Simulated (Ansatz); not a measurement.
Corundum (α-Al2O3), treated with HSE06 (Ansatz, a quantum-chemistry and plane-wave program, plane waves, PAW).

Settings: plane-wave cutoff 500 eV, 6×6×6 k mesh, gaussian smearing 0.02 eV, scalar-relativistic PAW data made under PBE.

Cell (relaxed with r²SCAN):

```cif
data_Al4O6
_chemical_formula_sum 'Al4 O6'
_space_group_name_H-M_alt 'P 1'
_space_group_IT_number 1
_cell_length_a 5.12978
_cell_length_b 5.12978
_cell_length_c 5.12978
_cell_angle_alpha 55.271
_cell_angle_beta 55.271
_cell_angle_gamma 55.271
loop_
_space_group_symop_operation_xyz
  'x, y, z'
loop_
_atom_site_label
_atom_site_type_symbol
_atom_site_fract_x
_atom_site_fract_y
_atom_site_fract_z
_atom_site_occupancy
Al1 Al 0.85189 0.85189 0.85189 1
Al2 Al 0.35189 0.35189 0.35189 1
Al3 Al 0.14811 0.14811 0.14811 1
Al4 Al 0.64811 0.64811 0.64811 1
O1 O 0.44365 0.05635 0.75000 1
O2 O 0.05635 0.75000 0.44365 1
O3 O 0.55635 0.94365 0.25000 1
O4 O 0.25000 0.55635 0.94365 1
O5 O 0.94365 0.25000 0.55635 1
O6 O 0.75000 0.44365 0.05635 1
```

Problem. Estimate the band gap that the calculation returns.

Solution. 
- band gap = 8.11 eV (on the SCF k mesh)

Note: cell and atoms aren't relaxed at this level (largest force component 0.02 eV/Å, pressure -1.0 GPa).
